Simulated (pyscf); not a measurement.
PySCF, gas phase, ωB97X-D3(BJ)/def2-SVP geometries. MP2 and CC: frozen core, UHF for open shells. ΔMP2 is the change of the MP2 total energy from the triple- to the quadruple-zeta basis.

SMILES: [SH][GeH2][F]
```xyz
6

F      1.4675     1.0407    -0.8789
Ge     0.8177    -0.4339    -0.2120
S      0.3614    -0.1354     1.9164
H     -0.4971    -0.7108    -0.9399
H      1.9120    -1.4850    -0.4076
H      1.6505    -0.1947     2.3027
```
Charge 0, spin multiplicity 1.

Task: What is the homolytic dissociation enthalpy (298 K, CCSD(T)/def2-TZVPP + ΔMP2(QZVPP)) of the Ge–S bond of F–GeH₂–SH (SMILES [F][GeH2][SH]), to F–GeH₂• + SH•?

Result: Ge–S to F–GeH₂• + SH•: 3.60 eV. The CCSD(T) − MP2 part came from Ansatz, without density fitting, on the same reference. The frozen core leaves the outer d or s,p core shells of the metals and heavy elements correlated in the MP2 and CC values, and def2-TZVPP describes them poorly, which can shift differences by a few kcal/mol. Left out: the spin-orbit lowering of SH. Elements up to Kr have no core potential and no relativistic terms here.
